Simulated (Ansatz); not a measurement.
An input meant for [AlH4]- (AlH₄⁻) (charge -1, triplet).

```yaml
crystal:
  periodic: [false, false, false]
  atoms:
    - {symbol: Al, position_ang: [-0.000719, -0.000606, -0.000143]}
    - {symbol: H, position_ang: [0.012606, -0.019872, 1.644462]}
    - {symbol: H, position_ang: [1.546114, 0.012504, -0.558945]}
    - {symbol: D, position_ang: [-0.782728, 1.347562, -0.525747]}
    - {symbol: H, position_ang: [-0.775273, -1.339589, -0.559636]}
basis:
  gaussian: {orbitals: "6-31++G**"}
total_charge: -1
magnetization: {spin_polarized: true, initial_magnetization: 2}
hamiltonian: {xc: {name: BLYP}, dispersion: d3bj}
scf: {omitted_lower_state_checks: [starts]}
```

```sh
$ ansatz run in.yaml --threads 4 --pin off --events-out ev --progress --plain --max-ram 3916MiB
```

Shortened log:

```
Error: YAML parse error: error: line 7 column 16: `D` is not an element symbol (H … Og, case-exact)
 --> <input>:7:16
5 |     - {symbol: H, position_ang: [0.012606, -0.019872, 1.644462]}
6 |     - {symbol: H, position_ang: [1.546114, 0.012504, -0.558945]}
7 |     - {symbol: D, position_ang: [-0.782728, 1.347562, -0.525747]}
8 |     - {symbol: H, position_ang: [-0.775273, -1.339589, -0.559636]}
9 | basis:
```

Q: What is wrong with this run?

A: An element symbol is wrong. The program refused the input.
